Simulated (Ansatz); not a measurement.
# SiH₅ (doublet): from Hartree-Fock to the top rungs at distance H1–H2 along a hydrogen transfer = 0.930 Å, 6-31G

How much of the correlation energy of SiH₅ (doublet) does each wave-function method recover here?

Computed with Ansatz 0.2.0, Gaussian basis. Level: 6-31G, core rule «outside noble gas», up to 5 orbitals frozen.

Plan: UHF; CCSD(T) on ROHF; CCSD(T) on UHF; BCCD(T) on ROHF; CISD; CCSDT(Q) on ROHF; CCSDT(Q) on UHF; CCSDTQ on ROHF; CASSCF and MRCISD+Q, 3 electrons in 3 orbitals; CASSCF and NEVPT2, 3 electrons in 3 orbitals; CASSCF and MRCISD+Q, 9 electrons in 9 orbitals; CASSCF and NEVPT2, 9 electrons in 9 orbitals; Full CI.

5 further runs of the same task are left out: 2 that didn't finish, 3 set aside as unsound or not needed.

**1. The system**

The geometry derives from fragments relaxed apart (PBE0/def2-TZVP) and kept rigid, so it is no stationary point. A hydrogen atom is moved between rigid fragments.

6 atoms, charge 0, spin multiplicity 2.

Atoms are counted from 1 here; the program's logs count them from 0.

Bond lengths: Si3–H4 1.486 Å, Si3–H5 1.486 Å, Si3–H6 1.486 Å. Angles: H4–Si3–H5 111.3°, H4–Si3–H6 111.3°, H5–Si3–H6 111.3°.

Coordinates:

```xyz
6
charge 0, multiplicity 2
H    -2.72903    0.00000    0.00000
H    -1.79903    0.00000    0.00000
Si    0.10297    0.00000    0.00000
H     0.55295   -1.41625    0.00000
H     0.55295    0.70813   -1.22651
H     0.55294    0.70813    1.22651
```

**2. UHF**

in.yaml reads:

```yaml
crystal:
  periodic: [false, false, false]
  atoms:
    - {symbol: H, position_ang: [-2.729029, 0.000000, -0.000001]}
    - {symbol: H, position_ang: [-1.799029, 0.000000, -0.000001]}
    - {symbol: Si, position_ang: [0.102971, 0.000000, 0.000000]}
    - {symbol: H, position_ang: [0.552945, -1.416253, 0.000000]}
    - {symbol: H, position_ang: [0.552946, 0.708126, -1.226511]}
    - {symbol: H, position_ang: [0.552944, 0.708127, 1.226511]}
basis:
  gaussian: {orbitals: 6-31G}
magnetization: {spin_polarized: true, initial_magnetization: 1}
hamiltonian: {xc: hf}
output: {orbitals: {seedname: orbitals}}
```

Started as:

```sh
ansatz run in.yaml --threads 1 --pin off --events-out ev --progress --plain --max-ram 2393MiB
```

The runs that follow: CCSD(T) on ROHF; CCSD(T) on UHF; BCCD(T) on ROHF; CISD; CCSDT(Q) on ROHF; CCSDT(Q) on UHF; CCSDTQ on ROHF; CASSCF and MRCISD+Q, 3 electrons in 3 orbitals; CASSCF and NEVPT2, 3 electrons in 3 orbitals; CASSCF and MRCISD+Q, 9 electrons in 9 orbitals; CASSCF and NEVPT2, 9 electrons in 9 orbitals; Full CI.

Before running them: what should the planned runs give, taken together? Wanted: FCI below the RHF energy; RMP2 from FCI; UMP2 from FCI; RCCSD from FCI; RCCSD(T) from FCI; UCCSD(T) from FCI; RCCSDT(Q) from FCI; UCCSDT(Q) from FCI; NEVPT2 pair from FCI.

**Answer**, as computed:

```
                         quantity                                                                                                                       value
         FCI below the RHF energy                                                                                                                  -2.8381 eV
                    RMP2 from FCI                                                                                                                +81.7 kJ/mol
                    UMP2 from FCI                                                                                                                +80.0 kJ/mol
                   RCCSD from FCI                                                                                                                 +3.9 kJ/mol
                RCCSD(T) from FCI                                                                                                                 +1.2 kJ/mol
                UCCSD(T) from FCI                                                                                                                 +1.2 kJ/mol
               RCCSDT(Q) from FCI                                                                                                                  0.0 kJ/mol
               UCCSDT(Q) from FCI                                                                                                                  0.0 kJ/mol
             NEVPT2 pair from FCI                                                                                                                +59.9 kJ/mol
          NEVPT2 valence from FCI                                                                                                                +20.4 kJ/mol
        MRCISD+Q valence from FCI                                                                                                                 +1.3 kJ/mol
levels within 1 kcal/mol (43 meV)  RCCSD, UCCSD, RCCSD(T), UCCSD(T), BCCD(T), RCCSDT, UCCSDT, RCCSDT(Q), UCCSDT(Q), RCCSDTQ, MRCISD valence, MRCISD+Q valence
                    T1 diagnostic                                                                                                                       0.021
   effectively unpaired electrons                                                                                                                        1.03
```

RCCSD(T) misses by +1.2 kJ/mol, 0.4 % of the correlation energy. One determinant dominates. Of the multireference levels listed MRCISD+Q valence comes nearest in total energy (+1.3 kJ/mol), which doesn't show that its space is the better one. These misses are within one basis, not against nature; the frozen cores of restricted and unrestricted runs differ, which can shift their rows.
